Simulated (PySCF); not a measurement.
C5H8: core ionisation energies

Compound: C5H8.
Cartesian coordinates in Å at the PBE0-D3(BJ)/def2-SVP level; atoms count from 1:
```xyz
13
C5H8 angstrom
C      2.740   -0.074    0.311
C      1.536   -0.153   -0.196
C      0.329   -0.222   -0.700
C     -0.848    0.604   -0.257
C     -1.954   -0.241    0.366
H      3.492    0.600   -0.113
H      3.036   -0.682    1.173
H      0.146   -0.961   -1.493
H     -1.250    1.145   -1.131
H     -0.506    1.371    0.456
H     -2.816    0.381    0.650
H     -1.593   -0.758    1.268
H     -2.313   -1.010   -0.336
```

Computed with delta-SCF UKS SCAN, pcX-2 on the ionised atom, pcseg-1 elsewhere, spin-free X2C (PySCF). Vertical ΔSCF values, vacuum level as zero.

Problem. Give the core binding energies atom by atom.

Solution. 
| atom(s) | bonded to | level | binding energy (eV) | above the level's lowest (eV) | count |
| --- | --- | --- | --- | --- | --- |
| C4 | 2 C and 2 H | C 1s | 290.76 | +0.51 | 1 |
| C5 | C and 3 H | C 1s | 290.57 | +0.32 | 1 |
| C3 | C (double bond), C and H | C 1s | 290.43 | +0.18 | 1 |
| C1 | C (double bond) and 2 H | C 1s | 290.34 | +0.09 | 1 |
| C2 | 2 C (double bond) | C 1s | 290.25 | 0.00 | 1 |

The listed C 1s values span 0.51 eV, from C2 (bonded to 2 C (double bond)) to C4 (bonded to 2 C and 2 H). Summing the Pauling electronegativity differences to the bonded atoms, each weighted by its formal bond order, gives 0.00 for the lowest site and -0.70 for the highest; the largest sum, 0.00, belongs to C2, 0.51 eV below the top. The smallest sum, -1.05, belongs to C5, 0.32 eV above the lowest.

Problem. Give the binding energy of C 1s of C3 in hartree and in kJ/mol.

Solution. 290.43 eV = 10.6731 Eh = 28022 kJ/mol.

Problem. Which photon wavelength matches the C 1s of C3 threshold?

Solution. λ = hc/E = 12398.42 eV Å / 290.43 eV = 42.690 Å.

Spin contamination (⟨S²⟩ against 0.75 for a pure doublet) is marked for C 1s of C2 (0.88), which makes this value less certain. One conformer (not necessarily the lowest) at the PBE0-D3(BJ)/def2-SVP geometry, without solvent, vibrations or thermal averaging.
